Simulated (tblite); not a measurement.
Compound: Si2H6.
Numbering: `[SiH3:1][SiH3:2]` (hydrogens: H3, H4, H5 on Si1; H6, H7, H8 on Si2)

Computed with GFN2-xTB (tblite), gas phase: L-BFGS steps from a force-field or distance-geometry start until the largest atomic force falls under 0.01 eV/Å.

Step 1: E = -176.8302 eV
```
atom  x, y, z in Å  |  force x, y, z in eV/Å
Si1    -1.1441    0.1164   -0.0185   -0.185   0.108   0.046
Si2     1.1458   -0.1135    0.0088    0.131  -0.041   0.116
H3     -1.7471   -0.8128   -1.0012    0.002   0.216   0.212
H4     -1.5305    1.5047   -0.3963   -0.006  -0.417   0.122
H5     -1.7270   -0.1833    1.3176    0.056   0.108  -0.397
H6      1.5243   -1.4996    0.3819    0.030   0.341  -0.098
H7      1.7551    0.8109    0.9962   -0.030  -0.241  -0.235
H8      1.7327    0.1866   -1.3131    0.003  -0.074   0.236
```

Step 2: E = -176.8494 eV
```
atom  x, y, z in Å  |  force x, y, z in eV/Å
Si1    -1.1528    0.1212   -0.0165    0.287  -0.095  -0.043
Si2     1.1521   -0.1154    0.0139   -0.276   0.054  -0.073
H3     -1.7469   -0.8037   -0.9923   -0.065   0.099   0.087
H4     -1.5306    1.4869   -0.3911   -0.099  -0.054   0.026
H5     -1.7245   -0.1787    1.3007   -0.077   0.041  -0.081
H6      1.5254   -1.4851    0.3777    0.098   0.050  -0.013
H7      1.7537    0.8007    0.9862    0.089  -0.050  -0.025
H8      1.7327    0.1835   -1.3032    0.043  -0.046   0.123
```

Step 3: E = -176.8527 eV
```
atom  x, y, z in Å  |  force x, y, z in eV/Å
Si1    -1.1502    0.1205   -0.0168    0.243  -0.079  -0.036
Si2     1.1494   -0.1149    0.0136   -0.221   0.044  -0.057
H3     -1.7478   -0.8011   -0.9899   -0.074   0.067   0.055
H4     -1.5320    1.4838   -0.3901   -0.098  -0.022   0.016
H5     -1.7252   -0.1776    1.2974   -0.082   0.031  -0.047
H6      1.5269   -1.4825    0.3770    0.095   0.027  -0.007
H7      1.7547    0.7987    0.9845    0.089  -0.033  -0.010
H8      1.7333    0.1824   -1.3002    0.049  -0.036   0.087
```

Step 4: E = -176.8583 eV
```
atom  x, y, z in Å  |  force x, y, z in eV/Å
Si1    -1.1391    0.1174   -0.0183   -0.042   0.017   0.002
Si2     1.1388   -0.1129    0.0119    0.079  -0.010   0.025
H3     -1.7522   -0.7937   -0.9833   -0.087  -0.014  -0.027
H4     -1.5380    1.4761   -0.3872   -0.072   0.015   0.001
H5     -1.7293   -0.1740    1.2885   -0.068   0.010   0.009
H6      1.5331   -1.4755    0.3750    0.067  -0.001   0.000
H7      1.7596    0.7929    0.9802    0.063  -0.010   0.005
H8      1.7363    0.1791   -1.2913    0.061  -0.007  -0.016
```

**Question.** Estimate the geometry and energy of step 5. (The exact step hangs on the optimiser's Hessian estimate; all steps are aligned on step 4, rigid shifts and turns removed.)

**Answer.** E = -176.8588 eV, largest force 0.085 eV/Å
```
atom  x, y, z in Å  |  force x, y, z in eV/Å
Si1    -1.1391    0.1175   -0.0184   -0.044   0.011  -0.001
Si2     1.1393   -0.1129    0.0122    0.071  -0.008   0.017
H3     -1.7537   -0.7934   -0.9833   -0.081  -0.011  -0.023
H4     -1.5394    1.4758   -0.3870   -0.069   0.017   0.000
H5     -1.7305   -0.1736    1.2880   -0.065   0.010   0.010
H6      1.5344   -1.4751    0.3749    0.067  -0.007   0.002
H7      1.7607    0.7924    0.9800    0.063  -0.005   0.010
H8      1.7373    0.1788   -1.2909    0.058  -0.006  -0.016
```

The energy changes by -0.0005 eV. The first-order estimate −F·Δx gives -0.0006 eV and the mean of the old and new forces, exact on a quadratic surface, -0.0006 eV. The step makes an angle of 32° with the force vector and moves no atom by more than 0.002 Å.

The cost below is that of the whole relaxation. The run took under 0.1 s on an Arm Neoverse V1 with one thread, shared host with 64 logical CPUs at a one-minute load of 37.
